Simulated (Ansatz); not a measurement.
We consider fluorite CdF₂, described by r²SCAN-D4 (plane waves, PAW; Ansatz, an electronic-structure program).

Numerical settings: plane-wave cutoff 560 eV, 12×12×12 k mesh, Fermi–Dirac smearing 0.01 eV, scalar-relativistic PAW data made under PBE.

Pressure at four volumes; x = ln(V/12.946 Å³). One pressure is withheld.

```
V (Å³/atom)        x  P (GPa)
-----------  -------  -------
12.169       -0.0619        ?
12.428       -0.0408     5.19
12.946        0.0000     0.00
13.723        0.0583    -5.86
```

### Question
Pass a parabola P(x) through the three rows shown, estimate the bulk modulus and its pressure derivative near zero pressure, and predict the withheld pressure.

### Answer
Slopes between the rows: (0.00 − (5.19))/(0.0000 − (-0.0408)) = -127.21 and (-5.86 − (0.00))/(0.0583 − (0.0000)) = -100.51 GPa. Their difference over the span 0.0991 is c = 26.70/0.0991 = 269.4 GPa, so P(x) = 5.19 + (-127.21)(x − (-0.0408)) + 269.4 (x − (-0.0408))(x − (0.0000)). At the middle row B = −dP/dx = −[-127.21 + 269.4 × 0.0408] = 116.2 GPa, and B′ = dB/dP = 2c/B = 4.6. At x = -0.0619 the parabola gives 8.23 GPa; the run gives 8.28 GPa. The Birch–Murnaghan fit to the energies at all volumes has B0 = 115 GPa and B′ = 4.8.
